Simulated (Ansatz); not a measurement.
A displaced shape of singlet CHO(+):

```yaml
atoms:
  - { symbol: H, position_ang: [-0.0401, -0.0069, -1.5971] }
  - { symbol: C, position_ang: [-0.0324, -0.0041, -0.5528] }
  - { symbol: O, position_ang: [-0.0338, -0.0322, 0.6074] }
```

It was optimised with PBE0/def2-SVP in Ansatz (development build ahead of 0.2.0) to forces under 0.001 eV/Å, with restricted orbitals. Each step stands on the lowest determinant of that kind that the program's search found.

Task: What shape does it relax to, and how does the optimisation go?

Result:

```xyz
3

H    -0.0387   -0.0019   -1.6231
C    -0.0354   -0.0144   -0.5119
O    -0.0322   -0.0269    0.5924
```

Bond lengths: H1–C2 1.111 Å, C2–O3 1.104 Å. Angles: H1–C2–O3 180.0°.

```json
{"step": "1", "E − E(start) (eV)": "0.0000", "largest force (eV/Å)": "9.9555"}
{"step": "2", "E − E(start) (eV)": "-0.2955", "largest force (eV/Å)": "0.9908"}
{"step": "3", "E − E(start) (eV)": "-0.3022", "largest force (eV/Å)": "0.1687"}
{"step": "4", "E − E(start) (eV)": "-0.3026", "largest force (eV/Å)": "0.0616"}
{"step": "5", "E − E(start) (eV)": "-0.3027", "largest force (eV/Å)": "0.0387"}
{"step": "6", "E − E(start) (eV)": "-0.3028", "largest force (eV/Å)": "0.0196"}
{"step": "7", "E − E(start) (eV)": "-0.3028", "largest force (eV/Å)": "0.0020"}
{"step": "8", "E − E(start) (eV)": "-0.3028", "largest force (eV/Å)": "0.0000"}
```

The optimisation ended after 8 steps with its threshold met.
